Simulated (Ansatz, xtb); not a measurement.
# Two isomers of C2H6B

Structure a: `C[B]C`, a doublet. Structure b: `B[CH]C`, a doublet. Both are isolated molecules in the gas phase, relaxed with PBE0-D3(BJ)/def2-SVP; the shapes shown needn't be the lowest conformers.

a (Å):

```yaml
atoms:
  - { symbol: C, position_ang: [-1.9943, -1.0016, 0.4823] }
  - { symbol: C, position_ang: [-0.6619, -2.0748, -1.7378] }
  - { symbol: B, position_ang: [-1.8730, -1.8788, -0.7901] }
  - { symbol: H, position_ang: [-1.2917, -0.1484, 0.5111] }
  - { symbol: H, position_ang: [-1.7047, -1.6768, 1.3131] }
  - { symbol: H, position_ang: [-3.0118, -0.6526, 0.7118] }
  - { symbol: H, position_ang: [0.3176, -1.8735, -1.2664] }
  - { symbol: H, position_ang: [-0.6312, -3.0429, -2.2590] }
  - { symbol: H, position_ang: [-0.7979, -1.3052, -2.5248] }
```

b (Å):

```xyz
9

C    -1.2136   -1.1522   -0.2287
C    -0.3840   -1.5260   -1.3981
B    -2.5699   -1.7534    0.1373
H    -3.0543   -2.6177   -0.5615
H    -3.1656   -1.3738    1.1199
H    -0.7760   -0.3684    0.4063
H    -0.1829   -0.6453   -2.0368
H     0.6148   -1.8767   -1.0763
H    -0.8468   -2.3083   -2.0159
```

Quicker runs give these differences E(b) − E(a): GFN2-xTB −95.14 kJ/mol; HF/STO-3G −38.53 kJ/mol (at GFN2-xTB geometries); r2SCAN-D4/def2-SVP +8.18 kJ/mol (at GFN2-xTB geometries).

Task: Estimate which is lower in electronic energy at CCSD(T)/def2-SVP + ΔMP2/def2-TZVPP, and by roughly how much.

Result: Too close to call at this level: CCSD(T)/def2-SVP + ΔMP2/def2-TZVPP gives E(b) − E(a) = −2.17 kJ/mol.

How the difference moves with the method:

| level | geometry | E(b) − E(a) (kJ/mol) | departure from the last row (kJ/mol) | job, with rough time for the two |
| --- | --- | --- | --- | --- |
| GFN2-xTB | GFN2-xTB | −95.14 | −92.97 | optimisation, 0.095 s |
| HF/STO-3G | GFN2-xTB | −38.53 | −36.36 | single point, 0.18 s |
| r2SCAN-D4/def2-SVP | GFN2-xTB | +8.18 | +10.35 | single point, 4.1 s |
| PBE0-D3(BJ)/def2-SVP | PBE0-D3(BJ)/def2-SVP | +4.17 | +6.34 | optimisation, 62 s |
| HF/def2-SVP | PBE0-D3(BJ)/def2-SVP | −13.86 | −11.69 | part of the CCSD(T) run |
| MP2/def2-SVP | PBE0-D3(BJ)/def2-SVP | +6.87 | +9.04 | part of the CCSD(T) run |
| CCSD(T)/def2-SVP | PBE0-D3(BJ)/def2-SVP | −3.76 | −1.59 | single point |
| CCSD(T)/def2-SVP + ΔMP2/def2-TZVPP | PBE0-D3(BJ)/def2-SVP | −2.17 |  | single point, 17 s |

As drawn, b has 1 C–C, 2 B–H in place of 1 C–B, 2 C–H.

The largest departure from CCSD(T)/def2-SVP + ΔMP2/def2-TZVPP is that of GFN2-xTB, 92.97 kJ/mol. The last row adds to CCSD(T) the change of the MP2 difference between the two basis sets, here +1.59 kJ/mol.

With harmonic frequencies from PBE0-D3(BJ)/def2-SVP (ideal gas, rigid rotor, one conformer each, 298.15 K, 1 atm): on the last row, ΔE + ΔZPE = −6.00, ΔH = −6.89, ΔG = −6.31 kJ/mol.

Open shells are spin-unrestricted. The correlated steps freeze 3 core orbitals. Mirror images aren't counted in ΔG. Programs: Ansatz 0.2.0, xtb 6.7.1; the last row on 1 thread of Arm Neoverse V2 on a shared host.
